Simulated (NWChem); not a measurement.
All runs are NWChem calculations. System: Na2, charge 0, spin multiplicity 1, at a geometry optimised with PBE/def2-SVP. The structure started from a generated list of species. Level: evGW0@PBE0/def2-TZVP, RI basis def2-tzvp-rifit, 6 cycles.

Input file:

```
start mol
memory heap 200 mb stack 700 mb global 1700 mb
geometry units angstroms nocenter noautoz
  Na     0.000000     0.000000     1.554676
  Na     0.000000     0.000000    -1.554676
  symmetry group D2h
end
basis spherical
  * library def2-tzvp
end
basis "ri basis" bse spherical
  * library def2-tzvp-rifit
end
dft
  xc pbe0
  iterations 100
  direct
  tolerances tight
end
task dft energy
gw
  evgw0 6
  states alpha occ -1 vir -1
end
task dft gw
```

Part of the output:

```
             Northwest Computational Chemistry Package (NWChem) 7.3.0
             --------------------------------------------------------

                                NWChem Input Module
                                -------------------

 Scaling coordinates for geometry "geometry" by  1.889725989
 (inverse scale =  0.529177249)

 Turning off AUTOSYM since
 SYMMETRY directive was detected!

                             Geometry "geometry" -> ""
                             -------------------------

 Output coordinates in angstroms (scale by  1.889725989 to convert to a.u.)

  No.       Tag          Charge          X              Y              Z
 ---- ---------------- ---------- -------------- -------------- --------------
    1 Na                  11.0000     0.00000000     0.00000000     1.55467600
    2 Na                  11.0000     0.00000000     0.00000000    -1.55467600

 Effective nuclear repulsion energy (a.u.)      20.5928589394

            Nuclear Dipole moment (a.u.)
            ----------------------------
        X                 Y               Z
 ---------------- ---------------- ----------------
     0.0000000000     0.0000000000     0.0000000000

      Symmetry information
      --------------------

 Group name             D2h
 Group number             26
 Group order               8
 No. of unique centers     1

      Symmetry unique atoms

     1


 Summary of "ao basis" -> "" (spherical)
 ------------------------------------------------------------------------------
       Tag                 Description            Shells   Functions and Types
 ---------------- ------------------------------  ------  ---------------------
 *                         def2-tzvp                  on all atoms

 new library libraries.bse/

 Summary of "ri basis" -> "" (spherical)
 ------------------------------------------------------------------------------
       Tag                 Description            Shells   Functions and Types
 ---------------- ------------------------------  ------  ---------------------
 *                      def2-tzvp-rifit               on all atoms

                                 NWChem DFT Module
                                 -----------------

 Summary of "ao basis" -> "ao basis" (spherical)
 ------------------------------------------------------------------------------
       Tag                 Description            Shells   Functions and Types
 ---------------- ------------------------------  ------  ---------------------
 Na                        def2-tzvp                12       32   5s4p3d

 Summary of "ao basis" -> "ao basis" (spherical)
 ------------------------------------------------------------------------------
       Tag                 Description            Shells   Functions and Types
 ---------------- ------------------------------  ------  ---------------------
 Na                        def2-tzvp                12       32   5s4p3d

      Symmetry analysis of basis
      --------------------------

        ag         15
        au          3
        b1g         3
        b1u        15
        b2g         7
        b2u         7
        b3g         7
        b3u         7

            General Information
            -------------------
          SCF calculation type: DFT
          Wavefunction type:  closed shell.
          No. of atoms     :     2
          No. of electrons :    22
           Alpha electrons :    11
            Beta electrons :    11
          Charge           :     0
          Spin multiplicity:     1
          Use of symmetry is: on ; symmetry adaption is: on
          Maximum number of iterations: 100
          This is a Direct SCF calculation.
          AO basis - number of functions:    64
                     number of shells:    24
          Convergence on energy requested:  1.00D-06
          Convergence on density requested:  1.00D-05
          Convergence on gradient requested:  5.00D-04

              XC Information
              --------------
                         PBE0 Method XC Functional
                     Hartree-Fock (Exact) Exchange  0.250
          PerdewBurkeErnzerhof Exchange Functional  0.750
            Perdew 1991 LDA Correlation Functional  1.000 local
           PerdewBurkeErnz. Correlation Functional  1.000 non-local

             Grid Information
             ----------------
          Grid used for XC integration:  medium
          Radial quadrature: Mura-Knowles
          Angular quadrature: Lebedev.
          Tag              B.-S. Rad. Rad. Pts. Rad. Cut. Ang. Pts.
          ---              ---------- --------- --------- ---------
          Na                  1.80       88          16.0       434
          Grid pruning is: on
          Number of quadrature shells:    88
          Spatial weights used:  Erf1

          Convergence Information
          -----------------------
          Convergence aids based upon iterative change in
          total energy or number of iterations.
          Levelshifting, if invoked, occurs when the
          HOMO/LUMO gap drops below (HL_TOL):  1.00D-02
          DIIS, if invoked, will attempt to extrapolate
          using up to (NFOCK): 10 stored Fock matrices.

                    Damping( 0%)  Levelshifting(0.5)       DIIS
                  --------------- ------------------- ---------------
          dE  on:    start            ASAP                start
          dE off:    2 iters        100 iters           100 iters

      Screening Tolerance Information
      -------------------------------
          Density screening/tol_rho:  1.00D-10
[...]
@GW        47         37.549           0.002
@GW        48         37.557           0.002
@GW        49         38.042           0.005
@GW        50         38.040           0.005
@GW        51         41.635           0.003
@GW        52         40.058           0.004
@GW        53         97.287           0.005
@GW        54        111.628           0.005
@GW        55        164.074           0.005
@GW        56        164.107           0.004
@GW        57        164.195           0.000
@GW        58        164.201           0.003
@GW        59        164.140           0.002
@GW        60        164.140           0.003
@GW        61        164.149           0.002
@GW        62        164.149           0.002
@GW        63        164.224           0.000
@GW        64        165.347           0.004

  *** G3W0

          Solving quasiparticle equations

                  Alpha Orbitals
          State     Energy (eV)     Error (eV)
          -----------------------------------
@GW         1      -1079.356           0.000
@GW         2      -1079.407           0.000
@GW         3        -67.241           0.000
@GW         4        -67.237           0.000
@GW         5        -35.976           0.000
@GW         6        -35.979           0.000
@GW         7        -35.979           0.000
@GW         8        -35.973           0.000
@GW         9        -35.973           0.000
@GW        10        -35.938           0.000
@GW        11         -4.939           0.000
@GW        12         -0.297           0.000
@GW        13          0.649           0.000
@GW        14          0.649           0.000
@GW        15          0.851           0.000
@GW        16          1.521           0.000
@GW        17          1.522           0.000
@GW        18          1.972           0.000
@GW        19          2.031           0.000
@GW        20          2.985           0.000
@GW        21          4.486           0.000
@GW        22          5.353           0.000
@GW        23          5.353           0.000
@GW        24          6.759           0.000
@GW        25          6.758           0.000
@GW        26          5.650           0.000
@GW        27          5.651           0.000
@GW        28          7.199           0.000
@GW        29          7.200           0.000
@GW        30          7.441           0.000
@GW        31          7.792           0.000
@GW        32          7.792           0.000
@GW        33          8.463           0.000
@GW        34         11.293           0.000
@GW        35         11.287           0.000
@GW        36         16.745           0.000
@GW        37         31.969           0.000
@GW        38         31.968           0.000
@GW        39         32.343           0.000
@GW        40         32.342           0.000
@GW        41         32.760           0.000
@GW        42         32.760           0.000
@GW        43         32.773           0.000
@GW        44         32.773           0.000
@GW        45         33.194           0.000
@GW        46         33.275           0.000
@GW        47         37.716           0.000
@GW        48         37.723           0.000
@GW        49         38.233           0.000
@GW        50         38.232           0.000
@GW        51         40.443           0.000
@GW        52         40.185           0.000
@GW        53         97.500           0.000
@GW        54        111.671           0.000
@GW        55        163.444           0.000
@GW        56        163.479           0.000
@GW        57        164.307           0.000
@GW        58        164.316           0.000
@GW        59        164.070           0.000
@GW        60        164.071           0.000
@GW        61        164.081           0.000
@GW        62        164.081           0.000
@GW        63        164.277           0.000
@GW        64        164.519           0.000

  *** G4W0

          Solving quasiparticle equations

                  Alpha Orbitals
          State     Energy (eV)     Error (eV)
          -----------------------------------
@GW         1      -1079.779           0.000
@GW         2      -1079.836           0.000
@GW         3        -67.365           0.000
@GW         4        -67.361           0.000
@GW         5        -36.027           0.000
@GW         6        -36.029           0.000
@GW         7        -36.029           0.000
@GW         8        -36.023           0.000
@GW         9        -36.023           0.000
@GW        10        -35.988           0.000
@GW        11         -4.939           0.000
@GW        12         -0.297           0.000
@GW        13          0.649           0.000
@GW        14          0.649           0.000
@GW        15          0.851           0.000
@GW        16          1.521           0.000
@GW        17          1.522           0.000
@GW        18          1.972           0.000
@GW        19          2.031           0.000
@GW        20          2.985           0.000
@GW        21          4.486           0.000
@GW        22          5.354           0.000
@GW        23          5.354           0.000
@GW        24          6.760           0.000
@GW        25          6.760           0.000
@GW        26          5.651           0.000
@GW        27          5.652           0.000
@GW        28          7.200           0.000
@GW        29          7.201           0.000
@GW        30          7.440           0.000
@GW        31          7.794           0.000
@GW        32          7.794           0.000
@GW        33          8.464           0.000
@GW        34         11.300           0.000
@GW        35         11.294           0.000
@GW        36         16.744           0.000
@GW        37         31.983           0.000
@GW        38         31.983           0.000
@GW        39         32.359           0.000
@GW        40         32.359           0.000
@GW        41         32.775           0.000
@GW        42         32.775           0.000
@GW        43         32.787           0.000
@GW        44         32.787           0.000
@GW        45         33.202           0.000
@GW        46         33.288           0.000
@GW        47         37.766           0.000
@GW        48         37.773           0.000
@GW        49         38.283           0.000
@GW        50         38.281           0.000
@GW        51         40.443           0.000
@GW        52         40.164           0.000
@GW        53         97.542           0.000
@GW        54        111.631           0.000
@GW        55        163.463           0.000
@GW        56        163.502           0.000
@GW        57        163.573           0.000
@GW        58        163.580           0.000
@GW        59        164.072           0.000
@GW        60        164.073           0.000
@GW        61        164.083           0.000
@GW        62        164.083           0.000
@GW        63        164.208           0.000
@GW        64        164.486           0.000

  *** G5W0

          Solving quasiparticle equations

                  Alpha Orbitals
          State     Energy (eV)     Error (eV)
          -----------------------------------
@GW         1      -1079.947           0.000
@GW         2      -1080.006           0.000
@GW         3        -67.405           0.000
@GW         4        -67.401           0.000
@GW         5        -36.041           0.000
@GW         6        -36.043           0.000
@GW         7        -36.043           0.000
@GW         8        -36.037           0.000
@GW         9        -36.037           0.000
@GW        10        -36.003           0.000
@GW        11         -4.939           0.000
@GW        12         -0.297           0.000
@GW        13          0.649           0.000
@GW        14          0.649           0.000
@GW        15          0.851           0.000
@GW        16          1.521           0.000
@GW        17          1.522           0.000
@GW        18          1.972           0.000
@GW        19          2.031           0.000
@GW        20          2.985           0.000
@GW        21          4.486           0.000
@GW        22          5.353           0.000
@GW        23          5.354           0.000
@GW        24          6.760           0.000
@GW        25          6.760           0.000
@GW        26          5.651           0.000
@GW        27          5.652           0.000
@GW        28          7.200           0.000
@GW        29          7.201           0.000
@GW        30          7.440           0.000
@GW        31          7.794           0.000
@GW        32          7.794           0.000
@GW        33          8.464           0.000
@GW        34         11.302           0.000
@GW        35         11.296           0.000
@GW        36         16.745           0.000
@GW        37         31.986           0.000
@GW        38         31.986           0.000
@GW        39         32.363           0.000
@GW        40         32.363           0.000
@GW        41         32.778           0.000
@GW        42         32.778           0.000
@GW        43         32.791           0.000
@GW        44         32.791           0.000
@GW        45         33.204           0.000
@GW        46         33.290           0.000
@GW        47         37.778           0.000
@GW        48         37.786           0.000
@GW        49         38.295           0.000
@GW        50         38.294           0.000
@GW        51         40.448           0.000
@GW        52         40.168           0.000
@GW        53         97.555           0.000
@GW        54        111.636           0.000
@GW        55        163.391           0.000
@GW        56        163.431           0.000
@GW        57        163.534           0.000
@GW        58        163.542           0.000
@GW        59        164.077           0.000
@GW        60        164.078           0.000
@GW        61        164.088           0.000
@GW        62        164.088           0.000
@GW        63        164.200           0.000
@GW        64        164.477           0.000

     GW Timing Statistics
   ------------------------
   Init.   :          0.0s
     ERIs  :          0.1s
     Distr.:          0.0s
     Vxc   :          0.1s
   Sigma_x :          0.0s
   RPA     :          0.1s
   Wmn     :          0.2s
   Sigma_c :          0.2s
   GW total:          0.7s

 Task  times  cpu:        0.7s     wall:        0.7s

 Total times  cpu:        1.3s     wall:        1.3s
```
